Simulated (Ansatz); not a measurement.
C4H4F2 can be A, `CC#CC(F)F`, or B, `C=CC=C(F)F`.

Gas-phase electronic energies from Ansatz, PBE0-D4/def2-TZVP geometries. CCSD(T)/CBS is the MP2 limit (def2-TZVPP, def2-QZVPP) plus CCSD(T) − MP2 in def2-TZVPP, frozen cores. Functionals use def2-TZVPP. B3LYP here is the variant with VWN-RPA as its local correlation; programs differ in this. One conformer a species, not always the lowest.

Task: Which is lower in electronic energy at CCSD(T)/CBS, and by how much? (Estimate.)

Result: Computed: B, by 11.4 kcal/mol.

Task: Give E(B) − E(A) in kcal/mol with B2PLYP, HF/def2-TZVPP, PBE-D4, LDA (SPW92), PBE0-D4, B3LYP-D4, CCSD/def2-TZVPP. (Best estimate.)

Result: Ansatz gave: B2PLYP -11.1, HF/def2-TZVPP -9.9, PBE-D4 -15.6, LDA (SPW92) -17.5, PBE0-D4 -14.6, B3LYP-D4 -13.9, CCSD/def2-TZVPP -10.7. None reverses the order clearly.

Task: Does the order hold for the free energy at 298.15 K (harmonic terms from PBE0-D4)? (An estimate is asked.)

Result: Computed: Yes: G(B) − G(A) = -9.4 kcal/mol, for one conformer each. Modes under 60 cm⁻¹, often nearly free rotors, make the harmonic entropy too high.

Largest T1 diagnostic: 0.012.

From PBE to PBE0 (25 % exact exchange), in def2-TZVPP and without D4, E(B) − E(A) moves by +0.9 kcal/mol. At CCSD(T), def2-SVP lies −1.1 kcal/mol from the extrapolated value and def2-TZVPP −0.1 kcal/mol.
